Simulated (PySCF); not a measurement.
All values below come from PBE0-D3(BJ)/def2-TZVP (PySCF). All species are isolated molecules in the gas phase. 

Reference species (SMILES): `[CH2]` (lower triplet) (neutral, multiplicity 3).

| Item | Result |
|---|---|
| dipole moment | 0.64 D |
| highest occupied spin orbital | -7.17 eV |

Changed species: `[CH]C#N` (lower triplet) (X = cyano, multiplicity 3; the reference has X = H, multiplicity 3).

### Question
Give the shifts of the dipole moment and highest occupied spin orbital.

### Answer
the dipole moment rises by 2.52 D, to 3.16 D; the highest occupied spin orbital drops by 0.90 eV, to -8.07 eV.
